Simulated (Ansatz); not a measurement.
Rutile PbO₂ was calculated with BLYP (PAW; Ansatz, a first-principles code).

Settings: plane-wave cutoff 520 eV, 12×12×16 k mesh (along the axes of the cell as run), Fermi–Dirac smearing 0.05 eV, scalar-relativistic PAW data made under PBE.

Cell (measured lattice):

Space group P4₂/mnm (No. 136); a = 4.958 Å, b = 4.958 Å, c = 3.388 Å, α = 90.00°, β = 90.00°, γ = 90.00°

```
atom  site  symmetry       x       y       z
----  ----  --------  ------  ------  ------
Pb      2a      m.mm  0.0000  0.0000  0.0000
O       4f      m.2m  0.3071  0.3071  0.0000
```

Q: Estimate the smallest direct gap on the k points sampled that the calculation returns.

A: 
- smallest direct gap on the k points sampled: 0.06 eV (under three smearing widths, so not firm)

Note: cell and atoms aren't relaxed at this level (largest force component 0.09 eV/Å, pressure 14.6 GPa).

Spin–orbit coupling is not included; it can close the smallest gap of 0.02 eV.

Static lattice: no zero-point or thermal effects.
